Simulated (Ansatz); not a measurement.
Cost and result for the atomization energy of `CC(O)CF` (12 atoms, 11 bonds).

```json
{"atom": "C1", "x (Å)": "-0.3111", "y (Å)": "-0.3446", "z (Å)": "-1.2436"}
{"atom": "C2", "x (Å)": "0.1058", "y (Å)": "0.5400", "z (Å)": "-0.0830"}
{"atom": "O3", "x (Å)": "1.5017", "y (Å)": "0.7564", "z (Å)": "-0.0630"}
{"atom": "C4", "x (Å)": "-0.3616", "y (Å)": "0.0033", "z (Å)": "1.2507"}
{"atom": "F5", "x (Å)": "0.2245", "y (Å)": "-1.2359", "z (Å)": "1.4790"}
{"atom": "H6", "x (Å)": "0.0655", "y (Å)": "0.0705", "z (Å)": "-2.1791"}
{"atom": "H7", "x (Å)": "0.0922", "y (Å)": "-1.3530", "z (Å)": "-1.1236"}
{"atom": "H8", "x (Å)": "-1.3994", "y (Å)": "-0.4216", "z (Å)": "-1.3099"}
{"atom": "H9", "x (Å)": "-0.3419", "y (Å)": "1.5333", "z (Å)": "-0.2005"}
{"atom": "H10", "x (Å)": "1.9209", "y (Å)": "-0.0861", "z (Å)": "0.1396"}
{"atom": "H11", "x (Å)": "-1.4473", "y (Å)": "-0.1292", "z (Å)": "1.2728"}
{"atom": "H12", "x (Å)": "-0.0493", "y (Å)": "0.6670", "z (Å)": "2.0607"}
```

Charge 0, multiplicity 1. All single points use the PBE0-D4/def2-TZVP geometry. It is one conformer, not always the lowest. Program: Ansatz. All runs use 4 threads of a server CPU on a shared host. Times are those of one run each, without the atoms' runs, and a repeat can differ threefold. Electronic energies, without spin–orbit coupling; frozen cores. CCSD(T)/CBS adds CCSD(T) − MP2 in def2-TZVPP to the MP2 limit, and its time is that of the two runs behind it. T1 = 0.010. B3LYP takes the VWN-RPA correlation (the form of Gaussian; ORCA's B3LYP/G).

CCSD(T)/CBS is a level of theory with its own doubt, some kJ/mol a heavy atom from the limit and from the frozen cores, so smaller differences don't rank the functionals.

| level | functions | wall time |
| --- | --- | --- |
| PBE-D4/def2-TZVPP (with forces) | 253 | 2.1 s |
| PBE0-D4/def2-TZVPP | 253 | 2.2 s |
| B3LYP-D4/def2-TZVPP (with forces) | 253 | 3.4 s |
| r2SCAN-D4/def2-TZVPP (with forces) | 253 | 3.5 s |
| B2PLYP/def2-TZVPP | 253 | 4 s |
| ωB97X-V/def2-TZVPP | 253 | 5.5 s |
| ωB97M-V/def2-TZVPP (with forces) | 253 | 7.5 s |
| MP2/def2-QZVPP | 495 | 20 s |
| CCSD(T)/def2-TZVPP | 253 | 2.1 min |
| CCSD(T)/CBS(def2) | – | 2.5 min |

(1) What atomization energy does each give, and how far from CCSD(T)/CBS? (Best estimate.)

## Answers

(1) The calculation gave: 
```
                             level  atomization (kJ/mol)  difference from CCSD(T)/CBS  per bond
   PBE-D4/def2-TZVPP (with forces)                4776.5                        103.8       9.4
                PBE0-D4/def2-TZVPP                4683.8                         11.1       1.0
 B3LYP-D4/def2-TZVPP (with forces)                4661.6                        -11.1      -1.0
r2SCAN-D4/def2-TZVPP (with forces)                4676.8                          4.1       0.4
                 B2PLYP/def2-TZVPP                4621.1                        -51.6      -4.7
                ωB97X-V/def2-TZVPP                4674.8                          2.1       0.2
  ωB97M-V/def2-TZVPP (with forces)                4681.2                          8.5       0.8
                    MP2/def2-QZVPP                4704.9                         32.2       2.9
                CCSD(T)/def2-TZVPP                4560.7                       -112.0     -10.2
                 CCSD(T)/CBS(def2)                4672.7                          0.0       0.0
```

In def2-TZVPP, CCSD(T) changes the Hartree–Fock value by +1162.9 kJ/mol (the triples alone add +64.5 kJ/mol) and MP2 by +1241.4 kJ/mol; breaking electron pairs costs correlation energy, which Hartree–Fock lacks. The D4 term adds +29.3 kJ/mol with B3LYP and +15.3 kJ/mol with PBE0; it sums over pairs of atoms, weighted by their polarisabilities, and B3LYP, whose exchange is more repulsive, gets the larger term. From PBE to PBE0 (25 % exact exchange), in def2-TZVPP and without D4, the atomization energy moves by −89.6 kJ/mol: exact exchange takes away binding that semilocal exchange gives to molecules.
